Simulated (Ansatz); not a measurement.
# Relaxing Rh

The calculation used Ansatz, DFT r2SCAN, scalar-relativistic, plane waves, PAW. Cutoff 500 eV, Γ-centred k mesh, Gaussian smearing, no spin polarisation in the final step.

Rh was placed on the beta-tin structure type (I4_1/amd, No. 141), at a guessed volume.

```yaml
crystal:
  lattice:
    - [-2.34940, 2.34940, 1.28164]
    - [2.34940, -2.34940, 1.28164]
    - [2.34940, 2.34940, -1.28164]
  atoms:
    - { symbol: Rh, position: [0.00000, 0.00000, 0.00000] }
    - { symbol: Rh, position: [0.75000, 0.25000, 0.50000] }
```

Cell and atoms relax at zero pressure; the relaxation can't lower the symmetry of the start. After a coarse first stage the cell is made exact in the group found at 0.06 Å.

Energies count from the standard state of Rh at the same level.

Problem. Which crystal results?

Solution. It keeps I4_1/amd (No. 141). The result has the beta-tin structure. Conventional cell: a = 4.745 Å, c = 2.706 Å. Rh has 4 Rh at 2.47 Å, 2 Rh at 2.71 Å and 4 Rh at 3.12 Å.

Space group I4_1/amd:1 (No. 141). a = 4.745 Å, b = 4.745 Å, c = 2.706 Å, α = 90.00°, β = 90.00°, γ = 90.00°
```csv
atom,site,symmetry,x,y,z
Rh,4a,-4m2,0.0000,0.0000,0.0000
```

Problem. What are its volume, energy, density and gap?

Solution. The volume per atom is 15.23 Å³. The density is 11.22 g/cm³, the energy over the standard structure is 0.54 eV/atom and the gap on the 24×24×24 mesh is 0 eV (a metal).

The final run used a 24×24×24 mesh on its 2-atom cell and 0.10 eV smearing. The k mesh leaves about 4 meV/atom of noise in metals. Symmetry constrained the relaxation, so the result can be a saddle point.

This form isn't the element's structure at ambient conditions.